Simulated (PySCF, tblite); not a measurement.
**K+ and hydrogen chloride**

A gas-phase complex of K+ and hydrogen chloride; charge +1, singlet. The structure comes from a short search (6 tight-binding starts) and was relaxed by PBE0-D3(BJ)/def2-SVPD; another way of binding may lie lower. Frequencies by PBE0-D3(BJ)/def2-SVPD show no clear imaginary mode.

```json
{"part": "1", "name": "K+", "SMILES": "[K+]", "atoms": "1", "charge": "+1", "multiplicity": "1"}
{"part": "2", "name": "hydrogen chloride", "SMILES": "Cl", "atoms": "2–3", "charge": "0", "multiplicity": "1"}
```

| atom | part | x (Å) | y (Å) | z (Å) |
| --- | --- | --- | --- | --- |
| K1 | 1 | 0.108 | -0.029 | -0.070 |
| Cl2 | 2 | -1.078 | 2.143 | -2.033 |
| H3 | 2 | -0.699 | 1.950 | -3.256 |

```json
{"contact": "K1···Cl2", "kind (by geometry)": "ion contact", "distance (Å)": "3.159", "angle (°)": "-"}
```

Interaction energies are complex less parts, with the parts frozen as they stand in it; counterpoise-corrected, in kcal/mol (PySCF).

Task: How strongly do the parts interact, level by level?

Result: 
```json
{"level": "wB97M-D3(BJ)/def2-TZVPD", "interaction": "-7.01", "superposition error removed": "-0.07"}
{"level": "PBE0-D3(BJ)/def2-TZVPD", "interaction": "-7.53", "superposition error removed": "-0.07"}
```

Task: What holds them together? Decompose the wB97M-D3(BJ)/def2-TZVPD energy: frozen parts, their antisymmetrised product, then relaxation.

Result: electrostatic -5.6, Pauli repulsion +3.5, orbital relaxation -4.5, dispersion correction -0.5 kcal/mol, which sum to the value before the counterpoise correction; the Pauli term holds the exchange-correlation of the frozen density too. Of the attraction, 53 % is electrostatic, 43 % is orbital relaxation, 5 % is dispersion correction.

The parts were also relaxed and run alone, at the levels used for the complex: shieldings by PBE0/pcSseg-2.

Values alone: shielding of K1 (ppm): 1325.5; shielding of Cl2 (ppm): 938.5.

Task: What does binding change?

Result: 
| property | alone | in the complex | change |
| --- | --- | --- | --- |
| shielding of K1 (ppm) | 1325.5 | 1301.0 | -24.5 |
| shielding of Cl2 (ppm) | 938.5 | 933.0 | -5.5 |

Task: What are the binding energy from relaxed parts (wB97M-D3(BJ)/def2-TZVPD), and ΔH and ΔG of association at 298.15 K and 1 atm?

Result: -6.96 kcal/mol, -6.45 with zero-point energy; ΔH -6.9 and ΔG -2.2 kcal/mol, from harmonic vibrations by PBE0-D3(BJ)/def2-SVPD with low modes damped.
